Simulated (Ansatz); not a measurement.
**C2H3FS: rigid scan of one bond length in Python**

A script is to give a rigid scan of one bond length; the system is C2H3FS. SMILES: FC1CS1.

All numbers are computed with Ansatz 0.2.0, driven from Python. Level of theory: PBE+D4/def2-SVP.

## 1. The system

Bond lengths: F1–C2 1.402 Å, C2–C3 1.462 Å, C2–S4 1.745 Å, C3–S4 1.669 Å, C2–H5 1.068 Å, C3–H6 1.089 Å, C3–H7 1.115 Å. Angles: F1–C2–C3 114.9°, F1–C2–S4 117.8°, F1–C2–H5 113.8°, C3–C2–S4 62.0°, C3–C2–H5 120.8°, S4–C2–H5 118.1°, C2–C3–S4 67.4°, C2–C3–H6 119.2°, C2–C3–H7 120.8°, S4–C3–H6 116.2°, S4–C3–H7 116.0°, H6–C3–H7 110.8°, C2–S4–C3 50.6°.

The script holds or builds the structure itself.

## 2. The script

File c2h3fs_scan.py:

```python
# -*- coding: utf-8 -*-
import ansatz as az
import matplotlib.pyplot as plt
import numpy as np

BASIS = 'def2-SVP'
FUNCTIONAL = 'PBE'
VDW = 'd4'


def main():
    geometry_ang = [
        ('F', (-1.264, -1.1596, 0.5973)),
        ('C', (-0.7239, 0.0319, 0.0944)),
        ('C', (0.7316, 0.0397, -0.039)),
        ('S', (-0.0484, 0.0035, -1.5142)),
        ('H', (-1.249, 0.9089, 0.4049)),
        ('H', (1.2943, -0.8535, 0.2297)),
        ('H', (1.3205, 0.9611, 0.1812)),
    ]
    mol = az.Crystal.molecule()
    for symbol, xyz in geometry_ang:
        mol = mol.atom(symbol, xyz)

    symbols = [site.symbol for site in mol.cartesian_sites]
    start = np.array([site.position_ang for site in mol.cartesian_sites])
    axis = (start[6] - start[2]) / np.linalg.norm(start[6] - start[2])
    moving = [6]
    lengths, energies = [0.982, 1.026, 1.071, 1.115, 1.16, 1.205, 1.249, 1.316], []
    for length in lengths:
        xyz = start.copy()
        xyz[moving] += (length - np.linalg.norm(start[6] - start[2])) * axis
        point = az.Crystal.molecule()
        for symbol, xyz in zip(symbols, xyz):
            point = point.atom(symbol, xyz.tolist())
        calculation = point.calculation()
        calculation = calculation.basis(gaussian=BASIS)
        calculation = calculation.functional(FUNCTIONAL, dispersion=VDW)
        summary = calculation.run(threads=1).report
        energies.append(summary['free_energy_ev'])
        print(f'r = {length:6.3f} A  E = {energies[-1]:.5f} eV  <S^2> = {abs(summary["mean_field"]["state"]["spin_squared"]):.3f}')

    fit = np.polynomial.Polynomial.fit(lengths, np.array(energies) - min(energies), 4).convert()
    roots = [r.real for r in fit.deriv().roots() if abs(r.imag) < 1e-9 and fit.deriv(2)(r.real) > 0]
    r_e = min(roots, key=lambda r: abs(r - lengths[int(np.argmin(energies))]))
    print(f'minimum of the fit at {r_e:.4f} A, force constant {fit.deriv(2)(r_e):.2f} eV/A^2')
    plt.figure(figsize=(4.5, 3))
    plt.plot(lengths, np.array(energies) - min(energies), 'o-')
    plt.xlabel('bond length (A)')
    plt.ylabel('E - E(min) (eV)')
    plt.tight_layout()
    plt.savefig('scan.png', dpi=100)


if __name__ == '__main__':
    main()
```

## 3. The input behind the calls

The package turns the script's settings into the engine's input (first run):

```yaml
crystal:
  periodic: [false, false, false]
  atoms:
    - { symbol: F, position_ang: [-1.264, -1.1596, 0.5973] }
    - { symbol: C, position_ang: [-0.7239, 0.0319, 0.0944] }
    - { symbol: C, position_ang: [0.7316, 0.0397, -0.039] }
    - { symbol: S, position_ang: [-0.0484, 0.0035, -1.5142] }
    - { symbol: H, position_ang: [-1.249, 0.9089, 0.4049] }
    - { symbol: H, position_ang: [1.2943, -0.8535, 0.2297] }
    - { symbol: H, position_ang: [1.2500368520103882, 0.8508525139113121, 0.15485259774611562] }
basis:
  gaussian:
    orbitals: def2-SVP
hamiltonian:
  xc: pbe
  dispersion: d4
```

## 4. Running it

Launch:

```console
python c2h3fs_scan.py
```

What it wrote:

```text
r =  0.982 A  E = -15656.55770 eV  <S^2> = 0.000
r =  1.026 A  E = -15656.75739 eV  <S^2> = 0.000
r =  1.071 A  E = -15656.86088 eV  <S^2> = 0.000
r =  1.115 A  E = -15656.88566 eV  <S^2> = 0.000
r =  1.160 A  E = -15656.85097 eV  <S^2> = 0.000
r =  1.205 A  E = -15656.77018 eV  <S^2> = 0.000
r =  1.249 A  E = -15656.65785 eV  <S^2> = 0.000
r =  1.316 A  E = -15656.44294 eV  <S^2> = 0.000
minimum of the fit at 1.1097 A, force constant 31.06 eV/A^2
```

Wall time 12 s (1 thread of Arm Neoverse V2, shared host); peak memory 0.21 GiB.

## 5. Inputs of later runs

The engine's inputs for some of the other runs:

Run 4, against run 1:

```diff
@@ -10 +10 @@
-    - { symbol: H, position_ang: [1.2500368520103882, 0.8508525139113121, 0.15485259774611562] }
+    - { symbol: H, position_ang: [1.320252841131958, 0.9607132922720092, 0.18110758298056917] }
```

Run 5, against run 1:

```diff
@@ -10 +10 @@
-    - { symbol: H, position_ang: [1.2500368520103882, 0.8508525139113121, 0.15485259774611562] }
+    - { symbol: H, position_ang: [1.344010130684369, 0.9978842323188615, 0.18999084866139931] }
```

Run 7, against run 1:

```diff
@@ -10 +10 @@
-    - { symbol: H, position_ang: [1.2500368520103882, 0.8508525139113121, 0.15485259774611562] }
+    - { symbol: H, position_ang: [1.3909967700213595, 1.0714000915226365, 0.2075599741190412] }
```

Lines on the test bed's own set-up are left out of the output.

A comment line of the script is reworded here; the code is as run.

## 6. The runs side by side

One row for each of the 8 runs:

```csv
run,distance (Å),energy from run 4 (eV),SCF cycles,CPU time (s)
1,0.98,0.3280,16,1.4
2,1.03,0.1283,16,1.4
3,1.07,0.0248,16,1.2
4,1.11,0.0000,16,1.2
5,1.16,0.0347,16,1.4
6,1.21,0.1155,16,1.2
7,1.25,0.2278,16,1.2
8,1.32,0.4427,16,1.4
```

## 7. Results

```
                        quantity     value
bond length at the fit's minimum  1.1097 Å
                   runs compared         8
                 range of energy  0.443 eV
      lowest point, distance (Å)      1.11
```

In words: The curve has its lowest point inside the range, at 1.11. The ends stand 0.328 and 0.443 eV above it. The distance scanned is the script's pair 2, 6. The rest of the molecule is held rigid at a force-field or estimated start geometry, and the basis set is modest; single-reference methods fail as a bond breaks. The orbitals are restricted, so S² is zero by construction.
